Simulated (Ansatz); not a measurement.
**AlF (quintet): the correlation ladder, aug-cc-pVDZ**

Aim: climb from Hartree-Fock through coupled cluster for AlF (quintet) at one geometry and basis, and see what each rung misses.

Computed with Ansatz 0.2.0, Gaussian basis. Level: aug-cc-pVDZ, core rule «outside noble gas», up to 6 orbitals frozen.

Plan: UHF; CCSD(T) on ROHF; CCSD(T) on UHF; BCCD(T) on ROHF; CISD; CCSDT(Q) on ROHF; CCSDT(Q) on UHF.

24 further runs of the same task are left out: 9 for a known fault of the program, 5 that didn't finish, 10 set aside as unsound or not needed.

### 1 The system

The geometry is a PBE0/def2-TZVPD stationary point (not a proven minimum) of the parent state, kept for this charge and spin.

2 atoms, charge 0, spin multiplicity 5.

Atoms are counted from 1 here; the program's logs count them from 0.

Bond lengths: Al1–F2 1.719 Å.

### 2 UHF

Contents of in.yaml:

```yaml
crystal:
  periodic: [false, false, false]
  atoms:
    - {symbol: Al, position_ang: [0.000000, 0.000000, 0.000000]}
    - {symbol: F, position_ang: [0.000000, 0.000000, 1.719000]}
basis:
  gaussian: {orbitals: aug-cc-pVDZ}
magnetization: {spin_polarized: true, initial_magnetization: 4}
hamiltonian: {xc: hf}
output: {orbitals: {seedname: orbitals}}
```

On the command line:

```
$ ansatz run in.yaml --threads 1 --pin off --events-out ev --progress --plain --max-ram 2393MiB
```

The runs that follow: CCSD(T) on ROHF; CCSD(T) on UHF; BCCD(T) on ROHF; CISD; CCSDT(Q) on ROHF; CCSDT(Q) on UHF.

**Question.** What will the summary of the whole plan be? Wanted: UCCSDT(Q) below the RHF energy; RMP2 from UCCSDT(Q); UMP2 from UCCSDT(Q); RCCSD from UCCSDT(Q); RCCSD(T) from UCCSDT(Q); UCCSD(T) from UCCSDT(Q); RCCSDT(Q) from UCCSDT(Q); T1 diagnostic.

The runs gave:

```
                         quantity                                                   value
   UCCSDT(Q) below the RHF energy                                              -5.1739 eV
              RMP2 from UCCSDT(Q)                                         +12.89 kcal/mol
              UMP2 from UCCSDT(Q)                                         +12.99 kcal/mol
             RCCSD from UCCSDT(Q)                                          +2.10 kcal/mol
          RCCSD(T) from UCCSDT(Q)                                          +0.29 kcal/mol
          UCCSD(T) from UCCSDT(Q)                                          +0.26 kcal/mol
         RCCSDT(Q) from UCCSDT(Q)                                          +0.04 kcal/mol
levels within 1 kcal/mol (43 meV)  RCCSD(T), UCCSD(T), BCCD(T), RCCSDT, UCCSDT, RCCSDT(Q)
                    T1 diagnostic                                                   0.012
```

In words: RCCSD(T) lands +0.29 kcal/mol from the yardstick (0.2 % of the correlation energy). These misses are within one basis, not against nature; the frozen cores of restricted and unrestricted runs differ, which can shift their rows.
